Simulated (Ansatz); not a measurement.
The input, for Ansatz 0.2.0:

```yaml
crystal:
  periodic: [false, false, false]
  atoms:
    - {symbol: B, position_ang: [-0.105526, -0.001287, 0.000023]}
    - {symbol: H, position_ang: [2.536278, 0.030936, -0.000548]}
    - {symbol: H, position_ang: [-0.714820, 1.024925, -0.002814]}
    - {symbol: H, position_ang: [-0.689607, -1.042056, 0.003118]}
basis:
  gaussian: {orbitals: cc-pVDZ}
magnetization: {spin_polarized: true, initial_magnetization: 0}
hamiltonian: {xc: {name: r2SCAN}}
output: {forces: true}
```

```sh
$ ansatz run in.yaml --threads 1 --pin off --events-out ev --progress --plain --max-ram 2393MiB
```

Output:

```
328 factors; their error is unknown
mean field evaluation 1: about -718.4005 eV, gradient 5.6e0 eV
mean field evaluation 2: about -718.0632 eV, gradient 6.8e0 eV
mean field evaluation 4: about -718.6765 eV, gradient 3.2e-1 eV
mean field evaluation 8: about -718.6618 eV, gradient 7.6e-3 eV
mean field evaluation 16: about -719.0021 eV, gradient 1.7e0 eV
mean field evaluation 32: about -719.0793 eV, gradient 9.9e-4 eV
mean field -719.07926137 eV, -26.4256754460 hartree, gradient 4.3e-5 eV, S^2 0.667065; 3 other end points of the search recorded, 0 dependent functions left out
the calculation of the forces begins
reference -719.07927132 eV, -26.4256758117 hartree; 4, 4 occupied and 25, 25 virtual orbitals, 328 factors
Total energy: -719.07927132 eV, -26.4256758117 hartree
Atom 0 at    -0.105526    -0.001287     0.000023 Å, force     0.524980     0.006403    -0.000113 eV/Å
Atom 1 at     2.536278     0.030936    -0.000548 Å, force    -1.063402    -0.012971     0.000230 eV/Å
Atom 2 at    -0.714820     1.024925    -0.002814 Å, force     0.263541     0.468167    -0.001392 eV/Å
Atom 3 at    -0.689607    -1.042056     0.003118 Å, force     0.274882    -0.461599     0.001276 eV/Å
Dipole moment:    -0.264809    -0.003230     0.000057 e Å
```

Forces (eV/Å):
```
B    0.525  0.006  0.000
H   -1.063 -0.013  0.000
H    0.264  0.468 -0.001
H    0.275 -0.462  0.001
```

Ran on 1 thread of Intel Xeon 6975P-C, shared host: 0.96 s wall, 0.17 GiB peak host memory.
